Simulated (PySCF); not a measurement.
Computed with core-valence-separated Tamm–Dancoff BHandHLYP/aug-pcX-1 (pcseg-1 on H) in PySCF, non-relativistic, gas phase, PBE0-D3(BJ)/def2-SVP geometry. BHandHLYP without relativity tends to put these K edges a few eV too low, so spacings mean more than positions.

Main lines of an unknown, eV (oscillator strength): C K: 283.9 (0.031), 284.0 (0.084), 284.2 (0.068), 285.7 (0.015), 286.5 (0.017); N K: 397.8 (0.058), 400.2 (0.043), 402.0 (0.009), 402.2 (0.006), 402.6 (0.010). Listed: the first five lines at most of each edge with a tenth or more of its strongest line's intensity; roots within 0.03 eV on the same or equivalent atoms are summed. Only the lowest roots were sought, and the top ones are left out.

Problem. Which candidate gives them?
A. `Cc1cnc[nH]1`
B. `Cn1cccn1`

Solution. B. 

- `Cn1cccn1`: C K: 283.9 (0.031), 284.0 (0.084), 284.2 (0.068), 285.7 (0.015), 286.5 (0.017); N K: 397.8 (0.058), 400.2 (0.043), 402.0 (0.009), 402.2 (0.006), 402.6 (0.010). First C line listed at 283.9 eV, hole on the aromatic CH carbon (1s→π*); first N line listed at 397.8 eV, hole on the pyridine-type nitrogen.
- `Cc1cnc[nH]1`: C K: 284.3 (0.055), 284.4 (0.064), 284.6 (0.071), 286.2 (0.023), 286.3 (0.011); N K: 397.3 (0.059), 400.1 (0.040), 400.7 (0.021). First C line listed at 284.3 eV, hole on the aromatic CH next to a ring nitrogen (1s→π*); first N line listed at 397.3 eV, hole on the pyridine-type nitrogen.

One conformer each; other structures than these candidates weren't tested.
